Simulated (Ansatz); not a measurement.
# Bulk modulus of some III–V compounds, all zinc-blende

Method: PBE-D3(BJ) in Ansatz (plane waves, PAW). References are measured values corrected to a static lattice. The table is a random draw of 6 from 8 solids with such references.

Values in GPa.

```csv
solid,reference,PBE-D3(BJ),error (%)
zinc-blende InSb,46.1,41.6,-9.8
zinc-blende GaP,89.6,83.8,-6.5
zinc-blende GaAs,76.7,67.7,-11.7
cubic BN,410 (388–410),381,-7.1
zinc-blende AlAs,75,73.0,-2.7
zinc-blende InP,72,?,?
```

Q: Estimate the withheld PBE-D3(BJ) value.

A: The errors of the other rows run from -11.7 % to -2.7 %, with a median of -7.1 %; carried to the reference 72.0 it gives 66.9 GPa. The run gives 65.1 GPa (-9.6 %), -2.7 % from the estimate; the row was drawn at random, and such an estimate is rough. Over these 6 solids the mean error is -7.9 %, the mean absolute error 7.9 % (median 8.3 %), and the worst case zinc-blende GaAs at -11.7 %; the value is below the reference in 6 of 6 cases. Over all 8, from unrounded values, the mean error is -7.4 % and the mean absolute error 7.4 % (median 7.5 %). Caveats on values not shown: the gap of the solid is closed in this run (1).

All these references are brought to a static lattice.

Spin–orbit coupling is left out, also for the solids with elements from indium on (zinc-blende InSb, zinc-blende InP); its size isn't shown.

Brackets give the range of the sources taken for a reference, where it is wide; it can hold other temperatures.

Differences are worked out from the printed values.

Each level is taken at its own relaxed cell. Caveats: the gap of the solid is closed in this run (zinc-blende InSb). Ansatz's density-functional and Hartree–Fock values are scalar-relativistic unless marked +SOC, with PAW data made under PBE.

Not in this set, of the III–V compounds with a reference value in our tables and a result at some level: 3 for a reference at room or unstated temperature; 1 for a high-temperature or high-pressure phase; 1 for sources at odds. These can be a level's best or worst cases. At least 2 more with a reference value are held back for tests. Solids without a released value at any level aren't counted. Layered and molecular crystals are counted apart.

References as tabulated in Mejia-Rodriguez and Trickey (2018), arXiv:1807.09216.

Ansatz is a program for electronic structure.
